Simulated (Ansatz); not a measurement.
System: cubic perovskite SrTiO3 (cubic form, which distorts at low temperature). Method: PBE in Ansatz (PAW).

Run with plane-wave cutoff 520 eV, 10×10×10 k mesh, Fermi–Dirac smearing 0.01 eV, no spin polarisation, scalar-relativistic PAW data made under PBE.

Pressure at four volumes; x = ln(V/12.199 Å³). One pressure is withheld.

| V (Å³/atom) | x | P (GPa) |
|---|---|---|
| 11.467 | -0.0619 | ? |
| 11.711 | -0.0408 | 7.61 |
| 12.199 | 0.0000 | 0.00 |
| 12.931 | 0.0583 | -8.72 |

### Question
Pass a parabola P(x) through the three rows shown, estimate the bulk modulus and its pressure derivative near zero pressure, and predict the withheld pressure.

### Answer
Slopes between the rows: (0.00 − (7.61))/(0.0000 − (-0.0408)) = -186.52 and (-8.72 − (0.00))/(0.0583 − (0.0000)) = -149.57 GPa. Their difference over the span 0.0991 is c = 36.95/0.0991 = 372.9 GPa, so P(x) = 7.61 + (-186.52)(x − (-0.0408)) + 372.9 (x − (-0.0408))(x − (0.0000)). At the middle row B = −dP/dx = −[-186.52 + 372.9 × 0.0408] = 171.3 GPa, and B′ = dB/dP = 2c/B = 4.4. At x = -0.0619 the parabola gives 12.03 GPa; the run gives 12.07 GPa. The Birch–Murnaghan fit to the energies at all volumes has B0 = 170 GPa and B′ = 4.4.

Measured, for comparison: bulk modulus 172 GPa (room temperature, no zero-point or thermal correction, Murnaghan fit, our sources range from 165 to 179; as tabulated in Guennou et al. (2010), arXiv:0910.0710). Computed (rounded) less measured: bulk modulus -1 % (inside the range of the sources held).

Note: the relaxation could not lower the start's symmetry, so the cell can be a saddle point above a distorted one.

Ansatz is a program for electronic structure.
